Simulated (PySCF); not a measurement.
CS2, singlet in 6-31G*: errors against RCCSDT(Q)

Geometry: MP2(full)/6-31G*, from the G2/97 set.

```csv
atom,x (Å),y (Å),z (Å)
S,0.0000,0.0000,1.5611
C,0.0000,0.0000,0.0000
S,0.0000,0.0000,-1.5611
```

Basis 6-31G* (Cartesian d functions); PySCF 2.14.0. Only valence electrons are correlated (noble-gas cores frozen), which leaves 16 electrons in 42 orbitals. Prefix R: restricted or restricted open-shell reference.

Full CI isn't at hand for all of this; RCCSDT(Q) serves as the reference, and is uncertain by the last step of the cluster series or more.

The T1 diagnostic (ROHF- or RHF-based CCSD) is 0.0219 and the largest doubles amplitude (ROHF- or RHF-based CCSD) is 0.079.

| level | E − E(RCCSDT(Q)) (kJ/mol) | share of correlation (%) | wall time |
| --- | --- | --- | --- |
| RHF | 1101.6 | 0.00 | – |
| RMP2 | 100.7 | 90.86 | – |
| RCCSD | 68.0 | 93.83 | – |
| RCCSD(T) | 6.9 | 99.37 | 1.6 s |
| RCCSDT | 4.5 | 99.59 | – |

The correlation energy at RCCSDT(Q), counted from RHF, is -11.417 eV. That run took 6.7 min on 1 thread of Arm Neoverse V1, shared host.

Times are those of the correlated step on a shared host, with one SCF added for the restricted CCSD run; they ran on 1 thread of Arm Neoverse V1.

Atomization energy (electronic, same basis, no zero-point term; atoms at the same level, unrestricted beside the R rows where the molecule is a closed shell; the atoms' step beyond CCSDT comes from their full CI) at RCCSDT(Q): 1062.6 kJ/mol. Errors of other levels:

```json
{"level": "RHF", "error (kJ/mol)": "-404.4"}
{"level": "RMP2", "error (kJ/mol)": "53.1"}
{"level": "RCCSD", "error (kJ/mol)": "-55.8"}
{"level": "RCCSD(T)", "error (kJ/mol)": "-4.2"}
{"level": "RCCSDT", "error (kJ/mol)": "-4.2"}
```

This basis is far from its limit, so the value isn't to be set against a measured one.
